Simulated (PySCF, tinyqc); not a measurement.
Worked calculation: harmonic frequencies on the RHF/sto-3g surface (energies and gradients from PySCF), for CH2, spin multiplicity 1. The lowest restricted solution is unstable here: a spin-polarised one lies 0.0253 hartree lower (PySCF). Computed by tinyqc, a small Python program that keeps every step (integrals from PySCF). Settings: charge = 0, multiplicity = 1, basis = sto-3g, delta = 0.002. Command: `OMP_NUM_THREADS=1 python tinyqc.py 22365 22366 out.jsonl` (the two numbers bound the seeds that draw the settings). One thread of a shared host (Intel(R) Xeon(R) Processor @ 2.60GHz), about 1 s of CPU time with the checks.

## One row of the Hessian: 1Cy

optimised positions (bohr):
```
            x          y          z
1C  -0.021030  -0.062298  -0.210948
2H   0.040584   1.590079   1.117630
3H  -0.087584  -1.667620   1.173906
```

gradient at +delta (hartree/bohr):
```
              x            y            z
1C   0.00004015   0.00102170   0.00000006
2H  -0.00001953  -0.00052327  -0.00042532
3H  -0.00002063  -0.00049844   0.00042526
```

gradient at -delta (hartree/bohr):
```
              x            y            z
1C  -0.00003991  -0.00101525   0.00000655
2H   0.00001935   0.00051960   0.00041938
3H   0.00002057   0.00049564  -0.00042593
```

Displace 1Cy by +/-0.002 bohr; H(k, :) = (g(+) - g(-)) / (2 delta).

row of the Hessian (hartree/bohr^2): 1Cx 0.02001716, 1Cy 0.50923803, 1Cz -0.00162229, 2Hx -0.00971777, 2Hy -0.26071756, 2Hz -0.21117461, 3Hx -0.01029939, 3Hy -0.24852046, 3Hz 0.21279690

## Hessian by finite differences

All rows are made in the same way, and the matrix is symmetrised.

Hessian (symmetrised) (hartree/bohr^2):
```
             1Cx          1Cy          1Cz          2Hx          2Hy          2Hz          3Hx          3Hy
1Cx   0.00078876   0.02001712  -0.00109812  -0.00036823  -0.00989948  -0.00779714  -0.00042049  -0.01011766
1Cy   0.02001712   0.50923803  -0.00162237  -0.00971775  -0.26071778  -0.21117517  -0.01029938  -0.24852066
1Cz  -0.00109812  -0.00162237   0.41330621  -0.00494352  -0.13856375  -0.20058390   0.00604164   0.14018613
2Hx  -0.00036823  -0.00971775  -0.00494352   0.00041806   0.01106685   0.00637589  -0.00004984  -0.00134910
2Hy  -0.00989948  -0.26071778  -0.13856375   0.01106685   0.29268299   0.17405718  -0.00116738  -0.03196501
2Hz  -0.00779714  -0.21117517  -0.20058390   0.00637589   0.17405718   0.18560637   0.00142124   0.03711784
3Hx  -0.00042049  -0.01029938   0.00604164  -0.00004984  -0.00116738   0.00142124   0.00047031   0.01146676
3Hy  -0.01011766  -0.24852066   0.14018613  -0.00134910  -0.03196501   0.03711784   0.01146676   0.28048588
3Hz   0.00889525   0.21279754  -0.21272240  -0.00143237  -0.03549344   0.01497757  -0.00746288  -0.17730394

             3Hz
1Cx   0.00889525
1Cy   0.21279754
1Cz  -0.21272240
2Hx  -0.00143237
2Hy  -0.03549344
2Hz   0.01497757
3Hx  -0.00746288
3Hy  -0.17730394
3Hz   0.19774488
```

## Normal modes

masses (u): 1C 12.000000, 2H 1.007825, 3H 1.007825

Diagonalise H_ij / sqrt(m_i m_j); the 6 smallest eigenvalues belong to translations and rotations; wavenumber = sqrt(eigenvalue / 1822.888) x 219474.63; each mode has its largest component positive (the first on a tie); zero-point energy = sum of wavenumbers / 2, with 349.755 1/cm per kcal/mol.

eigenvalues of the mass-weighted Hessian (hartree/(bohr^2 u)): -0.000001  -0.000001  0.000000  0.000000  0.000000  0.000001  0.123467  0.432615  0.470837

harmonic wavenumbers of the vibrations (1/cm): 1806.3  3381.1  3527.3

mass-weighted modes:
```
        mode 1     mode 2     mode 3
1Cx   0.000546   0.000425  -0.011810
1Cy  -0.005199  -0.003988  -0.300180
1Cz  -0.299700  -0.232272   0.005153
2Hx  -0.017968   0.021236   0.019593
2Hy  -0.423789   0.565268   0.525463
2Hz   0.524548   0.391039   0.422485
3Hx   0.016085  -0.022701   0.021158
3Hy   0.441729  -0.551507   0.510349
3Hz   0.509606   0.410446  -0.440266
```

zero-point energy = 12.458171 kcal/mol
